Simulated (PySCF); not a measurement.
Bond stretch in LiH, singlet.

Methods: UHF/cc-pVDZ (PySCF); RHF/cc-pVDZ (PySCF); UKS-CAM-B3LYP = unrestricted CAM-B3LYP/cc-pVDZ run with PySCF; RKS-CAM-B3LYP = restricted CAM-B3LYP/cc-pVDZ in PySCF; UKS-PBE = unrestricted PBE/cc-pVDZ in PySCF 2.14.0; RKS-PBE = restricted PBE/cc-pVDZ (PySCF); UKS-B3LYP = PySCF with unrestricted B3LYP/cc-pVDZ; RKS-B3LYP = restricted B3LYP/cc-pVDZ (PySCF).

Scanned distances (Å): 1.26, 1.36, 1.45, 1.51, 1.57, 1.60, 1.66, 1.68, 1.74, 1.88, 1.99, 2.14, 2.40, 2.62, 2.88, 3.19, 3.49, 3.88, 4.33, 4.80, 5.60, 6.41.

Question: Where does the unrestricted solution first break spin symmetry (<S²> of 0.01 or more)?

Answer: UHF: between 2.14 and 2.40 Å; UKS-CAM-B3LYP: between 2.62 and 2.88 Å; UKS-PBE: between 2.62 and 2.88 Å; UKS-B3LYP: between 2.62 and 2.88 Å.

```
R / Å  <S²> UHF  E(RHF) − E(UHF) / kcal/mol  <S²> UKS-CAM-B3LYP  E(RKS-CAM-B3LYP) − E(UKS-CAM-B3LYP) / kcal/mol  <S²> UKS-PBE  E(RKS-PBE) − E(UKS-PBE) / kcal/mol  <S²> UKS-B3LYP  E(RKS-B3LYP) − E(UKS-B3LYP) / kcal/mol
-----  --------  --------------------------  ------------------  ----------------------------------------------  ------------  ----------------------------------  --------------  --------------------------------------
1.26       0.00                         0.0                0.00                                             0.0          0.00                                 0.0            0.00                                     0.0
1.36       0.00                         0.0                0.00                                             0.0          0.00                                 0.0            0.00                                     0.0
1.45       0.00                         0.0                0.00                                             0.0          0.00                                 0.0            0.00                                     0.0
1.51       0.00                         0.0                0.00                                             0.0          0.00                                 0.0            0.00                                     0.0
1.57       0.00                         0.0                0.00                                             0.0          0.00                                 0.0            0.00                                     0.0
1.60       0.00                         0.0                0.00                                             0.0          0.00                                 0.0            0.00                                     0.0
1.66       0.00                         0.0                0.00                                             0.0          0.00                                 0.0            0.00                                     0.0
1.68       0.00                         0.0                0.00                                             0.0          0.00                                 0.0            0.00                                     0.0
1.74       0.00                         0.0                0.00                                             0.0          0.00                                 0.0            0.00                                     0.0
1.88       0.00                         0.0                0.00                                             0.0          0.00                                 0.0            0.00                                     0.0
1.99       0.00                         0.0                0.00                                             0.0          0.00                                 0.0            0.00                                     0.0
2.14       0.00                         0.0                0.00                                             0.0          0.00                                 0.0            0.00                                     0.0
2.40       0.34                         1.0                0.00                                             0.0          0.00                                 0.0            0.00                                     0.0
2.62       0.61                         4.9                0.00                                             0.0          0.00                                 0.0            0.00                                     0.0
2.88       0.78                        11.3                0.22                                             0.4          0.17                                 0.3            0.21                                     0.4
3.19       0.89                        19.9                0.51                                             3.2          0.41                                 1.7            0.45                                     2.5
3.49       0.94                        28.1                0.69                                             7.1          0.57                                 3.8            0.60                                     5.2
3.88       0.97                        38.0                0.83                                            12.9          0.72                                 6.8            0.73                                     9.1
4.33       0.99                        48.2                0.92                                            19.6          0.84                                10.2            0.83                                    13.2
4.80       1.00                        57.1                0.97                                            26.0          0.99                                13.5            0.90                                    16.9
5.60       1.00                        68.8                1.00                                            34.4          1.00                                18.0            0.98                                    21.7
6.41       1.00                        77.1                1.00                                            40.2          1.00                                20.5            1.00                                    25.0
```
